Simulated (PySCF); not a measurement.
H₂Si, SMILES [SiH2] (connectivity only; charge and spin as stated), charge +1, multiplicity 2. Atoms are numbered in the order given.

```xyz
3

Si     0.0000     0.0000    -0.0947
H      0.0000    -1.3007     0.6626
H      0.0000     1.3007     0.6626
```
Charge +1, spin multiplicity 2.

Coordinates come from a PBE-D3(BJ)/def2-TZVPD optimisation. The isomer is the one that the SMILES or the coordinates give; other isomers of the formula were not compared.

Calculation: B3LYP/pcH-1 run with PySCF.

Unrestricted Kohn–Sham, ⟨S²⟩ = 0.752. Hyperfine tensors hold the contact and dipolar terms, without spin-orbit corrections.

### Question
Estimate the hyperfine couplings. (The exact figures need the calculation; the answer reports its results.)

### Answer

```
nucleus     A(iso) (MHz)  A(iso) (G)  dipolar principal values (MHz)
----------  ------------  ----------  ------------------------------
29Si no. 1        -765.5      -273.2              -188.5, 90.3, 98.2
1H no. 2           223.6        79.8                -8.1, -2.1, 10.2
1H no. 3           223.6        79.8                -8.1, -2.1, 10.2
```

### Question
And the g tensor (effective nuclear charges for spin-orbit coupling, GIAO)? (The exact figures need the calculation; the answer reports its results.)

### Answer
principal values 1.9823, 2.0025, 2.0056; isotropic 1.9968.
